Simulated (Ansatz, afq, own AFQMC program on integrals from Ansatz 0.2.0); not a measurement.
Two steps: Ansatz 0.2.0 writes the Fock matrix and Cholesky factors of the valence space, and afq projects on them the lowest state that overlaps trial and start.

```yaml
crystal:
  periodic: [false, false, false]
  atoms:
    - {symbol: B, position_ang: [0.000000, 0.000000, 0.000000]}
    - {symbol: H, position_ang: [0.821491, 1.609553, 1.605903]}
    - {symbol: H, position_ang: [-0.840592, -1.600042, 1.605523]}
    - {symbol: H, position_ang: [-0.817781, 1.601929, -1.615392]}
    - {symbol: H, position_ang: [0.836881, -1.611440, -1.596034]}
basis:
  gaussian: {orbitals: 6-31G}
magnetization: {spin_polarized: true, initial_magnetization: 1}
correlation: {method: ccsd_t, electrons: outside_noble_gas, hamiltonian_folder: ham}
```

```sh
$ ansatz run in.yaml --threads 1 --pin off --events-out ev --progress --plain --max-ram 24576MiB --backend cuda --devices 0, --max-vram 18GiB
```

Options of the walk:

```
--method phaseless --trial hf --walkers 4000 --populations 20 --least-time 40 --time-step 0.005 --steps-per-block 20 --equilibration-blocks 160 --max-blocks 4000 --target-error 0.0016 --factor-cut 1e-05 --start spin_pure --seed 2272 --taylor-order 6
```

Times are imaginary, in 1/Eh. The walk had a cap of 49 s. With eight or more populations the least sampling time is a fifth of least-time, and the error comes from their spread.

afq prints:

```
orbitals 16  electrons 4 3  factors 88 of 254
reference energy -26.52475991 Eh
CCSD correlation -0.06488298 Eh in 46 cycles, weight of the determinant in the CISD state 0.6820
energy of the start -26.537674 Eh
 block  time / (1/Eh)  mean weight  energy / Eh
     1     0.100  1.0001  -26.543306
     2     0.200  1.0001  -26.548183
     3     0.300  1.0001  -26.552281
     4     0.400  1.0002  -26.555924
     5     0.500  1.0002  -26.559129
     8     0.800  1.0003  -26.566770
    13     1.300  1.0001  -26.576248
    25     2.500  1.0000  -26.586353
    31     3.100  1.0000  -26.588110
    49     4.900  1.0001  -26.591617
    67     6.700  0.9999  -26.589873
    85     8.500  1.0000  -26.591173
   103    10.300  0.9997  -26.592170
   121    12.100  1.0000  -26.591922
   139    13.900  1.0001  -26.590475
   157    15.700  1.0002  -26.590859
   175    17.500  1.0000  -26.591182
   193    19.300  1.0002  -26.589503
   211    21.100  0.9999  -26.589298
   229    22.900  1.0002  -26.592445
   235    23.500  0.9998  -26.593048
error from the spread of 20 populations
energy -26.591052 +/- 0.000380 Eh
(rows thinned)
```

The run passed its tests (sampling time, drift between the halves within three errors, error under three times the target), which doesn't prove that it has relaxed.

Against this walk (error 10.3 meV) on the same determinant: CCSD(T) 27.9 meV lower, CCSDT(Q) 231.9 meV lower, CCSDTQ 294.7 meV lower, full CI 307.7 meV lower, a separate phaseless walk with a CISD trial and standard settings 127.9 ± 11.4 meV lower. The error is statistical and leaves out the bias of the constraint. The determinant has ⟨S²⟩ = 2.53, so the low cluster orders mix in higher spin, while the walk starts as a pure doublet. Full CI is exact here, so the walk's 308 meV above it is the walk's own error: the bias of the constraint with this trial. The determinant is a poor start (see the cautions), so the low cluster orders aren't to be relied on, and full CI is the sure value.

Cautions: constraint bias not in the error; strong correlation (T1 0.089, weight of the determinant 0.68, largest double 0.23); unrestricted determinant spin contaminated (⟨S²⟩ 2.53 against 0.75); CCSD(T) is in doubt: in a space of 7 electrons in 8 natural orbitals full CI lies 193 meV below it.

The walk took 21 s on 1 × NVIDIA H100 80GB HBM3 with 2 threads of AMD EPYC 7R13 Processor (Zen 3), on a shared host (the card was shared). The log's last line is the phaseless energy.

CCSDT and higher add their correlation energy to the determinant of the CCSD(T) run, since their own runs factorise the integrals more tightly (a shift of under 2 meV).
